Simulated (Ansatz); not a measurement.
Relaxed structures of CH2NSi (charge +1), singlet (PBE0-D4/def2-TZVP; forces vanish, vibrations not checked; lower isomers may exist, and structures with a doubtful reference or unclear bonds are left out; Å). Ansatz 0.2.0; basis: def2-TZVPP; cores frozen in the correlated methods.

(1) Rank them by CCSD(T) energy, lowest first, and give each one's height above the lowest. Links in brackets join atoms within 1.22 times the sum of their covalent radii (1.1 for two metals). (Judge from chemistry; the value comes from the calculation.)
A.
CH₂NSi ([NH][C][SiH]), total charge +1
```
5
angstrom
C 0.1283 0.0388 0.2104
Si -1.7236 -0.6453 0.4171
N 1.2036 0.4304 0.2340
H -1.7598 -0.6001 -1.0971
H 2.1516 0.7763 0.2356
```
B.
CH₂NSi ([CH][N][SiH]), total charge +1
```
5
angstrom
C 1.1805 0.4222 0.2274
Si -1.6579 -0.6213 0.4172
N 0.1074 0.0321 0.1842
H -1.7760 -0.6063 -1.0905
H 2.1937 0.7907 0.2618
```
C.
CH₂NSi ([CH2][N][Si]), total charge +1
```
5
angstrom
C -0.1425 -0.4131 -0.7125
Si -1.1753 0.2209 1.9040
N -0.5940 -0.1353 0.4317
H -0.7982 -0.8093 -1.4933
H 0.9149 -0.2643 -0.9495
```

T1 diagnostic: at most 0.020. The restricted Hartree–Fock reference is unstable towards an unrestricted one at one or more of these structures.

Results:

(1) The calculation gives: C (0.00 kcal/mol), B (18.13 kcal/mol), A (27.15 kcal/mol). Heights count from the lowest.

For scale, one of the runs: CCSD(T)/def2-TZVPP, 132 basis functions, launched by `ansatz run in.yaml --threads 2 --pin off --events-out ev --progress --plain --max-ram 4352MiB`. Time: 4.9 s of wall clock on 2 CPU threads of an Arm Neoverse V2; the host was shared. Peak host memory: 0.63 GiB.
